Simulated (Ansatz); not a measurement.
C$_{3}$H$_{5}$F, SMILES `C/C=C/F`, relaxed with RKS PBE-D4/def2-SVP in Ansatz from a rough embedded geometry. The force threshold is 0.03 eV/Å; the program also tests the step.

Total charge 0; spin multiplicity 1.

Start:

```xyz
9

C     0.321    0.867   -0.627
C    -0.154   -0.433   -0.247
C    -0.349   -0.784    1.005
F    -0.685   -2.085    1.342
H    -0.447    1.377   -1.318
H     0.504    1.587    0.180
H     1.266    0.822   -1.229
H    -0.317   -1.177   -1.039
H    -0.139   -0.176    1.935
```

**Question.** How much energy does the relaxation release, and in how many steps? (Best estimate.)

**Answer.** The calculation gave: 18.82 kJ/mol, in 6 steps.

**Question.** Which bonds change most? (Estimate.)

**Answer.** The calculation gave: C1–C2 from 1.435 to 1.498 Å; C1–H5 from 1.153 to 1.111 Å; C3–F4 from 1.386 to 1.346 Å; C3–H9 from 1.131 to 1.105 Å.

**Question.** Give the relaxed structure. (Best estimate.)

**Answer.** Computed: 
```xyz
9

C     0.319    0.908   -0.664
C    -0.133   -0.460   -0.250
C    -0.312   -0.830    1.026
F    -0.720   -2.064    1.375
H    -0.429    1.401   -1.321
H     0.489    1.570    0.209
H     1.266    0.864   -1.244
H    -0.332   -1.211   -1.033
H    -0.148   -0.176    1.901
```
